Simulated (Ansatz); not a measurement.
Geometry optimisation, Ansatz, RKS B3LYP/STO-3G.

Input:

```yaml
crystal:
  periodic: [false, false, false]
  atoms:
    - { symbol: Si, position_ang: [-0.8268, 0.9608, -0.8711] }
    - { symbol: C, position_ang: [0.4336, -0.7982, -0.6444] }
    - { symbol: H, position_ang: [-1.434, 0.3711, -2.1102] }
    - { symbol: H, position_ang: [-0.0536, 2.0397, -1.4753] }
    - { symbol: H, position_ang: [-2.0254, 0.9608, -0.0407] }
    - { symbol: Si, position_ang: [0.4415, -0.2335, 1.4563] }
    - { symbol: H, position_ang: [0.0261, 1.4432, 0.7271] }
    - { symbol: H, position_ang: [1.734, 0.3566, 1.7859] }
    - { symbol: H, position_ang: [0.7189, -1.654, 1.8573] }
    - { symbol: H, position_ang: [-0.8867, -0.1166, 2.0465] }
    - { symbol: H, position_ang: [0.7104, -0.4879, -1.6543] }
    - { symbol: H, position_ang: [1.4024, -1.199, -0.3378] }
    - { symbol: H, position_ang: [-0.2404, -1.643, -0.7394] }
basis:
  gaussian: { orbitals: STO-3G }
hamiltonian:
  xc: b3lyp
relax:
  f_tol: 0.15
  max_steps: 25
  restrain:
    - { distance: [0, 6], at: 1.42, k: 30.0 }
    - { distance: [5, 1], at: 1.87, k: 30.0 }
    - { distance: [0, 1], at: 3.17, k: 30.0 }
    - { distance: [5, 6], at: 2.72, k: 30.0 }
```

Launched with:

```bash
$ ansatz run input.yaml --threads 1 --pin off --max-ram 2048MiB --backend cpu --events-out ev --progress --plain --runs-dir out
```

Task: Where does it end, and by what steps?

Result: It converged. The restraints hold the end off the free minimum. Limits of this set-up: minimal basis. After 10 steps the energy has fallen by 6.150 eV (the restraints' own energy left out); H5 moved furthest, 0.99 Å. Parted: Si1–C2. Joined: Si1–H7.

```
step  energy less start (eV)  largest force component (eV/Å)  accepted
   0                  0.0000                           1.654       yes
   1                 -0.1099                           3.562       yes
   2                 -0.4770                           5.147       yes
   3                 -2.5237                           3.141       yes
   4                 -4.1720                           1.622       yes
   5                 -5.2096                           1.345       yes
   6                 -5.8178                           0.886       yes
   7                 -6.0922                           1.119       yes
   8                 -6.1210                           0.864       yes
   9                 -6.1416                           1.083       yes
  10                 -6.1503                           0.781       yes
```

```xyz
13
Properties=species:S:1:pos:R:3
Si -1.134 1.464 -1.017
C 0.708 -1.060 -0.331
H -1.154 0.310 -1.877
H -0.721 2.614 -1.790
H -2.472 1.697 -0.525
Si 0.715 -0.782 1.525
H -0.260 1.326 0.106
H 1.697 0.213 1.883
H 1.043 -2.018 2.198
H -0.577 -0.348 2.001
H 1.074 -0.196 -0.891
H 1.368 -1.901 -0.582
H -0.287 -1.319 -0.700
```

Time of the run: 25 s on 1 thread of Arm Neoverse V1 (shared host), peak memory 0.1 GiB.
